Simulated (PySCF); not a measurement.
Process, species as SMILES: C1=CC1 → C1C[C-]=1 + H+
B3LYP-D3(BJ)/def2-TZVP geometries, fixed; electronic energies without zero-point terms.

Effect of the auxiliary basis of density fitting at B3LYP/aug-cc-pVTZ with PySCF, against the last row, where the deprotonation energy is 393.68 kcal/mol. The proton leaves the site shown, which need not be the most acidic.

```csv
setting,"fitting functions, largest species",largest shift of a total energy (mEh),shift of the deprotonation energy (kcal/mol)
density fitting: autoaux,963,-0.003,0.000
density fitting: def2-universal-jkfit,297,-0.061,0.014
density fitting: cc-pvtz-jkfit,357,-0.074,-0.037
density fitting: cc-pvqz-jkfit,522,-0.055,-0.032
density fitting: none,-,0.000,0.000
```

Within 0.02 kcal/mol in the deprotonation energy: density fitting: autoaux; density fitting: def2-universal-jkfit. The largest shift is 0.074 mEh in a total energy and 0.037 kcal/mol in the difference.
